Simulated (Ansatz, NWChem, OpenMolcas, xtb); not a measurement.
# How methods differ on C3H6O (propylene oxide)

C3H6O: 10 atoms, total charge 0, spin state singlet. As SMILES, `CC1CO1`. Geometry: relaxed at PBE0-D4/def2-TZVP.

Quantity: the dipole moment, in D. The values are calculated.

**What was measured.** NIST CCCBDB gives the dipole moment of the gas as 2.01 D.

| level | kind | program | value (D) | computed − measured | CPU time |
| --- | --- | --- | --- | --- | --- |
| GFN0-xTB | semi-empirical | xtb | 1.71 | -0.30 | under 2 s |
| HF/def2-SVP | Hartree–Fock | NWChem | 2.38 | +0.37 | 13 s |
| SVWN5/def2-SVP | LDA | OpenMolcas | 1.84 | -0.17 | 30 s |
| BLYP/def2-SVP | GGA | OpenMolcas | 1.76 | -0.25 | 41 s |
| TPSS/def2-SVP | meta-GGA | NWChem | 1.84 | -0.17 | 51 s |
| PBE0/def2-SVP | global hybrid | Ansatz | 1.97 | -0.04 | 18 s |
| CAM-B3LYP/def2-SVP | range-separated hybrid | NWChem | 2.00 | -0.01 | 64 s |
| wB97X/def2-SVP | range-separated hybrid | NWChem | 2.03 | +0.02 | 66 s |

Nearest: CAM-B3LYP/def2-SVP (-0.01 D); farthest: HF/def2-SVP (+0.37 D). The measured dipole is a vibrational average, so differences of a few hundredths of a debye mean little. Computed less measured by kind, in D (def2-SVP rows): semi-empirical -0.30; Hartree–Fock +0.37; LDA -0.17; GGA -0.25; meta-GGA -0.17; global hybrid -0.04; range-separated hybrid -0.01 to +0.02. Times are those of the runs behind each value, whatever else they computed, on shared processors of several kinds: orders of magnitude only.
